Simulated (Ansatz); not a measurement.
Density of states of Co (P6_3/mmc, a = 2.473 Å, b = 2.473 Å, c = 4.017 Å, α = 90.00°, β = 90.00°, γ = 120.00°), in states per eV and primitive cell, averaged over bins of 0.4 eV. Theory: DFT r2SCAN, scalar-relativistic, plane waves, PAW in Ansatz.

Plane waves to 500 eV, a k mesh through Γ of 18×18×10 on the computed 2-atom cell and Gaussian smearing (0.10 eV); collinear spin from starting moments 2.09 2.09 μB.

The cell is relaxed at this level. The states (both spins) are summed by tetrahedra on a 27×27×15 mesh at the self-consistent density. Energies are bin centres; the table starts no lower than −8 eV and ends at 6 eV, or lower where the solved bands end.

It is a metal at this level.

```
E − E_F (eV) total Co 3d down Co 3d up Co 4s up Co 4s down
       -7.85   0.21        0.00      0.00      0.09        0.10
       -7.45   0.24        0.01      0.01      0.11        0.11
       -7.05   0.28        0.01      0.02      0.12        0.12
       -6.65   0.35        0.02      0.04      0.15        0.14
       -6.25   0.47        0.03      0.10      0.18        0.15
       -5.85   1.13        0.04      0.64      0.26        0.16
       -5.45   1.74        0.07      1.24      0.22        0.18
       -5.05   2.10        0.14      1.59      0.13        0.20
       -4.65   2.28        0.34      1.59      0.07        0.23
       -4.25   2.84        0.46      2.05      0.07        0.20
       -3.85   2.50        0.68      1.56      0.04        0.16
       -3.45   3.92        1.01      2.67      0.07        0.08
       -3.05   4.16        1.04      2.87      0.08        0.04
       -2.65   3.71        1.43      1.97      0.05        0.07
       -2.25   3.13        1.17      1.76      0.04        0.04
       -1.85   3.19        0.69      2.39      0.03        0.02
       -1.45   5.14        1.71      3.24      0.05        0.04
       -1.05   2.52        2.07      0.21      0.07        0.06
       -0.65   2.59        2.17      0.15      0.09        0.06
       -0.25   1.77        1.43      0.12      0.10        0.02
        0.15   1.54        1.24      0.10      0.11        0.01
        0.55   1.57        1.28      0.09      0.12        0.01
        0.95   2.09        1.80      0.07      0.12        0.02
        1.35   3.69        3.40      0.06      0.10        0.04
        1.75   1.17        0.86      0.05      0.10        0.06
        2.15   0.65        0.33      0.04      0.09        0.08
        2.55   0.60        0.25      0.03      0.08        0.09
        2.95   0.54        0.18      0.03      0.08        0.08
        3.35   0.52        0.14      0.03      0.08        0.08
        3.75   0.47        0.11      0.02      0.07        0.07
        4.15   0.44        0.09      0.02      0.06        0.06
        4.55   0.42        0.08      0.02      0.05        0.06
        4.95   0.39        0.07      0.01      0.04        0.06
        5.35   0.35        0.05      0.01      0.03        0.05
        5.75   0.27        0.04      0.01      0.02        0.04
```

The columns after the total are the Löwdin projections on the occupied valence shells of the potentials. The rest of the total lies in shells that are empty in the free atom, which aren't projected, and between the atoms.

The state reached may not be the lowest one.

Only this magnetic start was tried.

Cost: 1 run of about 0.94 core-minutes, on Arm Neoverse V2 (shared hosts).